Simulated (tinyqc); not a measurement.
Stretching all distances: RHF, UHF, MP2, CISD and CCSD against full CI in the sto-3g basis, for LiH, spin multiplicity 1. Computed by the program tinyqc with PySCF. 

Geometry (angstrom):

| atom | x | y | z |
|---|---|---|---|
| Li | 0.0000 | 0.0000 | 0.0000 |
| H | 0.0000 | 0.0000 | 1.4860 |

All coordinates are multiplied by the scale. c0^2 is the weight of the RHF determinant in the lowest singlet FCI state (UHF is spin-contaminated and may lie near states of higher spin) and n(LUMO) the first natural occupation beyond the occupied space.

Full CI energy (hartree) and errors against it (kcal/mol):

| scale | distance 1-2 (angstrom) | E(FCI) | RHF | UHF | MP2 | CISD | CCSD | <S^2> UHF | c0^2 | n(LUMO) |
|---|---|---|---|---|---|---|---|---|---|---|
| 0.980 | 1.456 | -7.88122 | 11.599 | 11.599 | 4.102 | 0.007 | 0.006 | 0.000 | 0.978 | 0.035 |
| 1.250 | 1.857 | -7.87104 | 16.292 | 16.292 | 6.548 | 0.011 | 0.009 | 0.000 | 0.961 | 0.067 |
| 1.520 | 2.259 | -7.84115 | 25.272 | 19.981 | 11.434 | 0.020 | 0.017 | 0.535 | 0.914 | 0.144 |
| 1.800 | 2.675 | -7.81310 | 40.118 | 12.202 | 19.617 | 0.038 | 0.034 | 0.846 | 0.816 | 0.303 |
| 2.070 | 3.076 | -7.79648 | 58.995 | 5.817 | 28.973 | 0.060 | 0.055 | 0.940 | 0.699 | 0.508 |
| 2.340 | 3.477 | -7.78841 | 78.587 | 2.559 | 35.462 | 0.077 | 0.070 | 0.976 | 0.614 | 0.683 |
| 2.610 | 3.878 | -7.78487 | 95.554 | 1.142 | 35.934 | 0.087 | 0.077 | 0.991 | 0.565 | 0.802 |

UHF parts from RHF first at scale 1.52 of those listed, where <S^2> leaves zero. The weight c0^2 goes from 0.98 to 0.57 and n(LUMO) from 0.03 to 0.80: static correlation grows as the bonds break into open-shell fragments. The spread of the error along the curve, which distorts its shape, is CCSD 0.1, CISD 0.1, UHF 18.8, MP2 31.8, RHF 84.0 kcal/mol.
